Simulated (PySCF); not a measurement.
Bonds (- single, = double, # triple, : aromatic): C1-C2 1.484 Å, C2=C3 1.340 Å, C3-C4 1.469 Å, C4=O5 1.188 Å, C4-F6 1.342 Å. C1 carries H7, H8, H9; C2 carries H10; C3 carries H11. Stereochemistry as in C/C=C/C(=O)F.

[PySCF 2.14.0 with density-fitted response routines: GIAO PBE0/pcSseg-1 shieldings; geometry from PBE0-D3(BJ)/def2-SVP; J couplings at B3LYP/pcJ-1 (spin–dipole term only in couplings to heteroatoms); non-relativistic Hamiltonian; one computed conformer; equivalent nuclei averaged; no solvent]

Predict the 2D correlation tables (HSQC, COSY, HMBC).

Answers



HSQC (one-bond C–H):
```tsv
δH	δC	$^{1}J$(C,H) (Hz)
7.51 (H10)	164.3 (C2)	164
5.77 (H11)	124.5 (C3)	173
2.10 (H7/H8/H9)	21.9 (C1)	135
```

COSY cross peaks (|J| ≥ 2 Hz):
```tsv
δH	δH	abs. J (Hz)	bonds
7.51 (H10)	5.77 (H11)	16.4	3
7.51 (H10)	2.10 (H7/H8/H9)	8.5	3
5.77 (H11)	2.10 (H7/H8/H9)	2.3	4
```

HMBC (two and three bonds, |J| ≥ 2.5 Hz):
```tsv
δH	δC [abs. J in Hz]
7.51 (H10)	163.3 (C4) [7.7], 21.9 (C1) [5.1]
5.77 (H11)	21.9 (C1) [6.8]
2.10 (H7/H8/H9)	164.3 (C2) [7.0], 124.5 (C3) [7.4]
```

References, each an isolated molecule treated in the same way: $^{1}$H and $^{13}$C vs TMS.

Short H···H contacts in this conformer between protons four or more bonds apart (candidates for NOE cross peaks, intensity ∝ r⁻⁶): H9···H11 2.52 Å.

Common functionals overestimate the size of one-bond C–F couplings by tens of Hz; these are unscaled. Unscaled 3J(H,H) at this level run about 10 % above measured values. Shifts are as computed. Against solution values, carbons near 30 ppm lie about +2 ppm off and those near 130 ppm about +5 ppm. Of 1313 compounds with measured shifts, 239 miss one by over three times the rms of a fit or turn the order of signals round; such compounds aren't used in these exercises.
